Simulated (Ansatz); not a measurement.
**BH (triplet): wave-function methods side by side, aug-cc-pVTZ**

One table from this session's results is given with a row withheld; the runs are named, their logs left out.

Method: aug-cc-pVTZ, core rule «outside noble gas», up to 1 orbitals frozen; program: Ansatz 0.2.0, Gaussian basis.

The runs, in order: UHF; CCSD(T) on ROHF; CCSD(T) on UHF; BCCD(T) on ROHF; CCSDT(Q) on ROHF; CCSDT(Q) on UHF; CASSCF and MRCISD+Q, 4 electrons in 5 orbitals; CASSCF and NEVPT2, 4 electrons in 5 orbitals; Full CI.

6 further runs of the same task are left out: 1 that didn't finish, 5 set aside as unsound or not needed.

## What is computed

The geometry is a PBE0/def2-TZVPD stationary point (not a proven minimum) of the parent state, kept for this charge and spin.

2 atoms, charge 0, spin multiplicity 3.

Atoms are counted from 1 here; the program's logs count them from 0.

Bond lengths: B1–H2 1.263 Å.

The first run:

Contents of in.yaml:

```yaml
crystal:
  periodic: [false, false, false]
  atoms:
    - {symbol: B, position_ang: [0.000000, 0.000000, 0.000000]}
    - {symbol: H, position_ang: [0.000000, 0.000000, 1.262771]}
basis:
  gaussian: {orbitals: aug-cc-pVTZ}
magnetization: {spin_polarized: true, initial_magnetization: 2}
hamiltonian: {xc: hf}
output: {orbitals: {seedname: orbitals}}
```

Launch:

```console
> ansatz run in.yaml --threads 1 --pin off --events-out ev --progress --plain --max-ram 2816MiB --backend cpu
```

Among the steps run: UHF; CCSD(T) on ROHF; CCSD(T) on UHF; BCCD(T) on ROHF; CCSDT(Q) on ROHF; CCSDT(Q) on UHF; CASSCF and MRCISD+Q, 4 electrons in 5 orbitals; CASSCF and NEVPT2, 4 electrons in 5 orbitals; Full CI.

One of the session's tables, all rows but one given; the rest of the session is left out.

```
          method  from FCI (kJ/mol)
            ROHF             +181.6
             UHF             +178.2
            RMP2              +43.7
            UMP2              +43.3
           RCCSD               +5.4
           UCCSD               +5.3
        RCCSD(T)               +1.3
        UCCSD(T)               +1.2
         BCCD(T)               +1.3
          RCCSDT                  ?
          UCCSDT                0.0
       RCCSDT(Q)                0.0
       UCCSDT(Q)               -0.1
  CASSCF valence             +118.1
  NEVPT2 valence              +36.8
  MRCISD valence               +6.6
MRCISD+Q valence               +3.7
             FCI                  0
```

Estimate the missing values for RCCSDT.

**Answer.** from FCI (kJ/mol): +0.1. In the column «from FCI (kJ/mol)» it lies between FCI (0) and UCCSD(T) (+1.2).

Caveats from the session: Levels on UHF freeze UHF's core orbitals, full CI those of ROHF, so the U rows can settle a little off it for that reason alone. Restricted and unrestricted rows rest on different reference determinants; where their highest levels disagree by more than a few hundredths of an eV, they describe different states and don't form one ladder.
